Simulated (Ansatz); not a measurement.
# BH3 (SMILES [H]B([H])[H]) at 6 levels

Wanted: a comparison of 6 runs (HF/6-31G*, CAM-B3LYP/3-21G, UB3LYP/3-21G, r2SCAN0/3-21G, RPA@PBE/6-31G*, CCSD(T)/3-21G) of BH3. 

Program for the calculation: Ansatz 0.2.0.

69 further runs of the same task are left out: 2 that didn't finish, 67 set aside as unsound or not needed.

**1. The structure to begin with**

BH3 has 4 atoms, charge 0, and is taken as a singlet. As SMILES, `[H]B([H])[H]`. The H4–B1 distance was set to 2.330 Å, away from the relaxed value. At this shape a bond of the SMILES string is far longer than usual.

Bond lengths: B1–H2 1.164 Å, B1–H3 1.165 Å. Angles: H2–B1–H3 120.0°.

**2. A single-point energy at HF/6-31G(d) (spherical functions) (run 1)**

The input, run.yaml:

```yaml
crystal:
  periodic: [false, false, false]
  atoms:
    - {symbol: B, position_ang: [0.608731, 0.993197, -0.007570]}
    - {symbol: H, position_ang: [1.772541, 0.962847, 0.009110]}
    - {symbol: H, position_ang: [0.053331, 2.016577, -0.024820]}
    - {symbol: H, position_ang: [-0.608600, -0.993120, 0.004770]}
basis:
  gaussian: {orbitals: 6-31G_st_-spherical.json}
hamiltonian: {xc: hf}
accuracy: high
```

The basis set 6-31G* is read from a file made from the Basis Set Exchange's data (not shown).

Command:

```console
$ ansatz run run.yaml --threads 1 --pin off --max-ram 2610MiB --events-out events.jsonl --progress --plain --runs-dir runs
```

Output:

```text
Warning: RAYON_NUM_THREADS=1 ignored (pool sized by the plan → 1); use --threads N
Functional definition: HF
  name "HF"
  exchange = exact_x
  correlation = 0
414 factors; integrals over basis functions are off by at most 4.2e-9 eV
mean field evaluation 1: about -712.8991 eV, gradient 1.3e1 eV
mean field evaluation 2: about -712.8974 eV, gradient 1.3e1 eV
mean field evaluation 4: about -713.7980 eV, gradient 1.2e0 eV
mean field evaluation 8: about -713.8062 eV, gradient 1.4e-4 eV
mean field -713.80621177 eV, -26.2318944472 hartree, gradient 7.4e-9 eV, S^2 0.000000; 0 other end points of the search recorded, 0 dependent functions left out
reference -713.80621177 eV, -26.2318944472 hartree; 4, 4 occupied and 16, 16 virtual orbitals, 414 factors
Total energy: -713.80621177 eV, -26.2318944472 hartree
```

Run time: 0.1 s. Hardware: 1 thread of Arm Neoverse V1, shared host.

**3. A single-point energy at CAM-B3LYP/3-21G (run 2)**

The input, job.yaml:

```yaml
crystal:
  periodic: [false, false, false]
  atoms:
    - symbol: B
      position_ang: [0.608731, 0.993197, -0.007570]
    - symbol: H
      position_ang: [1.772541, 0.962847, 0.009110]
    - symbol: H
      position_ang: [0.053331, 2.016577, -0.024820]
    - symbol: H
      position_ang: [-0.608600, -0.993120, 0.004770]
basis:
  gaussian:
    orbitals: 3-21G.json
accuracy: high
hamiltonian:
  xc: {name: CAM-B3LYP}
```

The basis set 3-21G is read from a file made from the Basis Set Exchange's data (not shown).

Command:

```console
$ ansatz run job.yaml --threads 1 --pin off --max-ram 2610MiB --events-out events.jsonl --progress --plain --runs-dir runs
```

Output:

```text
Warning: RAYON_NUM_THREADS=1 ignored (pool sized by the plan → 1); use --threads N
Functional definition: CAM-B3LYP
  name "CAM-B3LYP"
  parameter alpha = 0.19
  parameter beta = 0.46
  parameter omega = 0.33/bohr
  parameter ac = 0.81
  exchange = (1 - alpha - beta)*b88_x + beta*b88_x_sr(omega) + alpha*exact_x + beta*exact_x_lr(omega)
  correlation = (1 - ac)*vwn5_c + ac*lyp_c
291 factors; integrals over basis functions are off by at most 3.6e-9 eV
148 factors; integrals over basis functions are off by at most 1.3e-9 eV
mean field evaluation 1: about -715.0685 eV, gradient 5.4e0 eV
mean field evaluation 2: about -715.1915 eV, gradient 3.5e0 eV
mean field evaluation 4: about -715.2580 eV, gradient 8.9e-2 eV
mean field evaluation 8: about -715.2360 eV, gradient 3.4e-3 eV
mean field -715.23600439 eV, -26.2844383569 hartree, gradient 6.9e-8 eV, S^2 0.000000; 0 other end points of the search recorded, 0 dependent functions left out
reference -715.23601686 eV, -26.2844388151 hartree; 4, 4 occupied and 11, 11 virtual orbitals, 291 factors
Total energy: -715.23601686 eV, -26.2844388151 hartree
```

Wall time 0.52 s (1 thread of Arm Neoverse V1, shared host).

**4. The energy at UB3LYP/3-21G (run 3)**

The input, input.yaml:

```yaml
crystal:
  periodic: [false, false, false]
  atoms:
    - symbol: B
      position_ang: [0.608731, 0.993197, -0.007570]
    - symbol: H
      position_ang: [1.772541, 0.962847, 0.009110]
    - symbol: H
      position_ang: [0.053331, 2.016577, -0.024820]
    - symbol: H
      position_ang: [-0.608600, -0.993120, 0.004770]
basis:
  gaussian:
    orbitals: 3-21G.json
accuracy: high
magnetization:
  spin_polarized: true
  initial_magnetization: 0
hamiltonian:
  xc: {name: B3LYP}
```

The basis set 3-21G is read from a file made from the Basis Set Exchange's data (not shown).

Command:

```console
$ ansatz run input.yaml --threads 1 --pin off --max-ram 2610MiB --events-out events.jsonl --progress --plain --runs-dir runs
```

Output:

```text
Warning: RAYON_NUM_THREADS=1 ignored (pool sized by the plan → 1); use --threads N
Functional definition: B3LYP
  name "B3LYP"
  parameter a0 = 0.2
  parameter ax = 0.72
[... 1 set-up line as earlier in the session ...]
  exchange = (1 - a0 - ax)*slater_x + ax*b88_x + a0*exact_x
  correlation = (1 - ac)*vwn_rpa_c + ac*lyp_c
291 factors; integrals over basis functions are off by at most 3.6e-9 eV
mean field evaluation 1: about -716.1955 eV, gradient 4.1e0 eV
mean field evaluation 2: about -716.2987 eV, gradient 1.6e0 eV
mean field evaluation 4: about -716.3217 eV, gradient 1.5e-1 eV
mean field evaluation 8: about -716.2995 eV, gradient 2.3e-3 eV
mean field evaluation 16: about -716.3184 eV, gradient 3.1e-1 eV
mean field -716.31927971 eV, -26.3242479909 hartree, gradient 2.0e-8 eV, S^2 0.169908; 3 other end points of the search recorded, 0 dependent functions left out
reference -716.31930536 eV, -26.3242489332 hartree; 4, 4 occupied and 11, 11 virtual orbitals, 291 factors
Total energy: -716.31930536 eV, -26.3242489332 hartree
```

It took 1.4 s on 1 thread of Arm Neoverse V1, shared host; peak memory 0.095 GiB.

Runs 4 to 5 aren't shown in full; the table further down has their settings and results.

**5. A single-point energy at CCSD(T)/3-21G (run 6)**

The input, job.yaml:

```yaml
basis:
  gaussian:
    orbitals: 3-21G.json
crystal:
  periodic: [false, false, false]
  atoms:
    - {symbol: B, position_ang: [0.608731, 0.993197, -0.007570]}
    - {symbol: H, position_ang: [1.772541, 0.962847, 0.009110]}
    - {symbol: H, position_ang: [0.053331, 2.016577, -0.024820]}
    - {symbol: H, position_ang: [-0.608600, -0.993120, 0.004770]}
correlation:
  method: ccsd_t
  frozen_orbitals: {B: 1, H: 0}
accuracy: high
scf:
  omitted_lower_state_checks: [cluster_reference, increment]
```

The basis set 3-21G is read from a file made from the Basis Set Exchange's data (not shown).

Command:

```console
$ ansatz run job.yaml --threads 1 --pin off --max-ram 2610MiB --events-out events.jsonl --progress --plain --runs-dir runs
```

Output, cut to the lines that bear on the results:

```text
Warning: RAYON_NUM_THREADS=1 ignored (pool sized by the plan → 1); use --threads N
[... 2 set-up lines as earlier in the session ...]
[...]
291 factors; integrals over basis functions are off by at most 3.6e-9 eV
[...]
mean field -709.71654306 eV, -26.0816018942 hartree, gradient 1.2e-8 eV, S^2 0.000000; 0 other end points of the search recorded, 0 dependent functions left out; unrestricted orbitals would lower it
1 core orbitals not correlated: weight in the atoms' cores, before any rotation towards them, 1.000 or more for the frozen orbitals, at most 0.000 for the correlated occupied ones
reference -709.71654306 eV, -26.0816018942 hartree; 3, 3 occupied and 11, 11 virtual orbitals, 291 factors
second order -1.88703994 eV of doubles, -0.00000000 eV of singles
cycle   1  -2.40465006 eV  change   -5.2e-1 eV  update   9.6e-2
[...]
cycle  25  -2.87758519 eV  change  -1.6e-10 eV  update  3.4e-11
perturbative correction -0.07730651 eV, -0.0028409618 hartree
Total energy: -712.67143476 eV, -26.1901921613 hartree
Checks for a lower state left out: cluster_reference, increment
```

It took 0.1 s on 1 thread of Arm Neoverse V1, shared host.

**6. Overview of the runs**

```csv
run,level,frozen core orbitals,energy (Eh),wall time
1,HF/6-31G* (spherical functions),–,-26.231894,0.1 s
2,CAM-B3LYP/3-21G,–,-26.284439,0.52 s
3,UB3LYP/3-21G,–,-26.324249,1.4 s
4,r2SCAN0/3-21G,–,-26.282634,1.1 s
5,RPA@PBE/6-31G* (spherical functions),1,-26.415953,0.76 s
6,CCSD(T)/3-21G,1,-26.190192,0.1 s
```

**7. Summary of results**

| quantity | value |
| --- | --- |
| run 6: total energy | -26.19019 Eh |
| run 6: correlation energy (1 core orbital frozen) | -108.6 mEh |
| run 6: (T) correction | -2.84 mEh |
| run 6: T1 diagnostic | 0.027 |

Totals of different functionals can't be ranked against each other. In run 6 the log says that unrestricted orbitals would lower the reference, so the values rest on an unstable closed-shell determinant (other closed-shell runs at this shape may share the fault). Spin contamination of the reference: run 3 ⟨S²⟩ = 0.17. All runs together took 3.9 s, the longest 1.4 s.
